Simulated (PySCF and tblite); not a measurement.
4 constitutional isomers of C₆H₁₂:

```csv
isomer,SMILES
A,[CH2:1]=[CH:2][C:3]([CH3:4])([CH3:5])[CH3:6]
B,[CH3:1]/[CH:2]=[CH:3]/[CH:4]([CH3:5])[CH3:6]
C,[CH3:1][CH2:2][CH:3]=[C:4]([CH3:5])[CH3:6]
D,[CH2:1]=[CH:2][C@H:3]([CH3:4])[CH2:5][CH3:6]
```

Computed spectrum of one of them (conformer average at 298.15 K; GFN2-xTB geometries, energies revPBE/pcseg-1 (D3(BJ) added where defined), GIAO shieldings X3LYP/pcSseg-1; references on GFN2-xTB geometries), in ppm: ¹H (against TMS): 5.65 (1H), 5.63 (1H), 2.11 (1H), 1.82 (3H), 1.03 (6H). ¹³C (against TMS): 147.8 (1C), 130.6 (1C), 38.9 (1C), 25.6 (2C), 22.6 (1C). Of the H, only those on carbon are given.

Task: Which isomer is it?

Result: B. It shows 5 carbon signals, which only B gives by symmetry. Assigned: ¹H (against TMS): 5.65 (H3, 1H), 5.63 (H2, 1H), 2.11 (H4, 1H), 1.82 (H1, 3H), 1.03 (H5/H6, 6H). ¹³C (against TMS): 147.8 (C3), 130.6 (C2), 38.9 (C4), 25.6 (C5/C6), 22.6 (C1). For comparison, at another level (GFN2-xTB geometries, energies PBE0/def2-SVP (IEF-PCM, chloroform) (D3(BJ) added where defined), GIAO shieldings WP04/pcSseg-1 (IEF-PCM, chloroform)) the isomers give: A: ¹H (against TMS): 5.95 (H2, 1H), 4.92 (H1a, 1H), 4.91 (H1b, 1H), 1.05 (H4/H5/H6, 9H). ¹³C (against TMS): 157.6 (C2), 113.4 (C1), 41.7 (C3), 30.1 (C4/C5/C6). B: ¹H (against TMS): 5.48 (H3, 1H), 5.39 (H2, 1H), 2.10 (H4, 1H), 1.77 (H1, 3H), 1.00 (H5/H6, 6H). ¹³C (against TMS): 145.2 (C3), 129.7 (C2), 39.8 (C4), 25.0 (C5/C6), 23.2 (C1). C: ¹H (against TMS): 5.32 (H3, 1H), 2.04 (H2, 2H), 1.71 (H5, 3H), 1.70 (H6, 3H), 0.95 (H1, 3H). ¹³C (against TMS): 140.3 (C4), 133.6 (C3), 29.3 (C5), 28.6 (C2), 20.4 (C6), 19.3 (C1). D: ¹H (against TMS): 5.74 (H2, 1H), 5.02 (H1a, 1H), 4.98 (H1b, 1H), 1.96 (H3, 1H), 1.34 (H5a, 1H), 1.27 (H5b, 1H), 1.06 (H4, 3H), 0.94 (H6, 3H). ¹³C (against TMS): 153.5 (C2), 117.4 (C1), 47.3 (C3), 34.9 (C5), 23.4 (C4), 16.3 (C6).

Shifts are unscaled: against experiment ¹³C can be off by 15 ppm or more and ¹H by 0.8 ppm. The search found a single conformer for at least one isomer; other rotamers may be missing. A nearly planar conformer is counted with its mirror image, so its weight may be doubled. The cap on conformers cut off some of the population, so the set may be incomplete.
